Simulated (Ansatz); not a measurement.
# AsF⁻, doublet: reading a ladder of total energies

Geometry: a PBE0/def2-TZVPD stationary point for this spin.

```csv
atom,x (Å),y (Å),z (Å)
F,0.0000,0.0000,0.0000
As,0.0000,0.0000,1.8470
```

Basis aug-cc-pVDZ; Ansatz 0.2.0. Only valence electrons are correlated (noble-gas cores and the filled d shells of p-block atoms frozen), which leaves 13 electrons in 44 orbitals. R marks a restricted (for open shells ROHF) determinant, U an unrestricted one. No spin–orbit coupling is included, and no scalar relativity.

Full CI isn't at hand for all of this; UCCSDT(Q) serves as the reference, and is uncertain by about the last step of the cluster series.

Runs differ by some tens of microhartree through their thresholds and, for an open shell, their frozen cores, so steps under 0.03 kcal/mol mean nothing.

| level | total energy (hartree) |
| --- | --- |
| UHF | -2333.628986 |
| UMP2 | -2333.933992 |
| UCCSD | -2333.948604 |
| UCCSD(T) | -2333.958108 |
| UCCSDT | -2333.958956 |
| UCCSDT(Q) | -2333.959681 |

Question: What is the correlation energy at UCCSDT(Q), and what share of it do UMP2 and UCCSDT recover?

Answer: E(corr) = -2333.959681 − (-2333.628986) = -0.330695 hartree = -8.999 eV. UMP2: -0.305006 / -0.330695 = 92.23 %. UCCSDT: -0.329970 / -0.330695 = 99.78 %.

Question: By how many kcal/mol does UCCSD(T) miss UCCSDT(Q) (1 hartree = 627.509 kcal/mol), and which steps make up the rest?

Answer: -2333.958108 − (-2333.959681) = 0.001573 hartree = 0.99 kcal/mol. Steps: UCCSDT − UCCSD(T) = -0.53, UCCSDT(Q) − UCCSDT = -0.45 kcal/mol. Differences between like states or geometries often cancel part of this.
